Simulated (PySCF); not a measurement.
# Atomic charges by several schemes

Compound: 1-hexyne, C₆H₁₀.
Geometry (PBE0-D3(BJ)/def2-TZVP, Å), atoms numbered from 1 in this order:
```xyz
16
C6H10 angstrom
C      2.8212    1.2657    0.1827
C      2.1729    0.2551    0.1730
C      1.3667   -0.9542    0.1520
C     -0.0838   -0.7057   -0.2662
C     -0.8477    0.1848    0.6978
C     -2.2752    0.4416    0.2491
H      3.4019    2.1572    0.1908
H      1.3887   -1.4121    1.1475
H      1.8304   -1.6746   -0.5294
H     -0.5867   -1.6751   -0.3494
H     -0.0945   -0.2597   -1.2661
H     -0.8490   -0.2794    1.6910
H     -0.3140    1.1344    0.8055
H     -2.8108    1.0737    0.9607
H     -2.8341   -0.4933    0.1491
H     -2.2968    0.9433   -0.7223
```

Density: PBE0/pcSseg-2 (PySCF); schemes: Mulliken, IAO, Hirshfeld and ESP-fitted. The structure is a single PBE0-D3(BJ)/def2-TZVP conformer in the gas phase; no vibrational or solvent corrections.

At which atom do the 4 schemes differ most?

At C5: from -0.255 (IAO) to +0.240 e (ESP-fitted), 0.495 e apart.

Which atoms carry the lowest charge in the Mulliken, IAO, Hirshfeld and ESP-fitted schemes?

The schemes don't all agree: Mulliken C1 (-0.245); IAO C6 (-0.427); Hirshfeld C1 (-0.131); ESP-fitted C1 (-0.518).

What partial charge does each atom carry?

In e:

```
atom             environment  Mulliken     IAO  Hirshfeld  ESP-fitted
  C1  terminal alkyne carbon    -0.245  -0.271     -0.131      -0.518
  C2           alkyne carbon    +0.088  -0.020     -0.036      +0.080
  C3      propargylic carbon    +0.010  -0.279     -0.059      -0.215
  C4        chain CH2 carbon    -0.053  -0.247     -0.069      -0.034
  C5        chain CH2 carbon    -0.055  -0.255     -0.075      +0.240
  C6           methyl carbon    -0.050  -0.427     -0.124      -0.489
  H7         alkyne hydrogen    +0.039  +0.201     +0.088      +0.319
  H8      methylene hydrogen    +0.040  +0.163     +0.057      +0.104
  H9      methylene hydrogen    +0.058  +0.169     +0.059      +0.123
 H10      methylene hydrogen    +0.022  +0.134     +0.043      +0.021
 H11      methylene hydrogen    +0.023  +0.138     +0.043      +0.051
 H12      methylene hydrogen    +0.012  +0.129     +0.039      -0.016
 H13      methylene hydrogen    +0.036  +0.143     +0.038      -0.006
 H14         methyl hydrogen    +0.038  +0.145     +0.044      +0.118
 H15         methyl hydrogen    +0.017  +0.137     +0.040      +0.110
 H16         methyl hydrogen    +0.020  +0.140     +0.042      +0.112
```

Mean size of the charges over all atoms: IAO 0.187 e, ESP-fitted 0.160 e, Hirshfeld 0.062 e, Mulliken 0.050 e. Each set sums to the total charge, 0, to within 0.001 e. The Mulliken scheme gives each basis function's population to the atom it is centred on and halves the overlap population of two atoms between them. The ESP scheme is a least-squares fit of atom-centred charges to the potential on four shells outside the van der Waals surface, with the total charge fixed.

Sum the charges by element.

| element | atoms | Mulliken | IAO | Hirshfeld | ESP-fitted |
| --- | --- | --- | --- | --- | --- |
| C | 6 | -0.305 | -1.499 | -0.494 | -0.936 |
| H | 10 | +0.305 | +1.499 | +0.494 | +0.936 |

How closely do the schemes follow one another over all atoms?

Correlation coefficient and root-mean-square difference: IAO with Hirshfeld 0.97, 0.143 e; Hirshfeld with ESP-fitted 0.75, 0.177 e; Mulliken with Hirshfeld 0.73, 0.053 e; IAO with ESP-fitted 0.69, 0.168 e; Mulliken with ESP-fitted 0.68, 0.180 e; Mulliken with IAO 0.64, 0.170 e.

How many electrons does the Mulliken scheme count on C6?

Z − q = 6 − (-0.050) = 6.050.
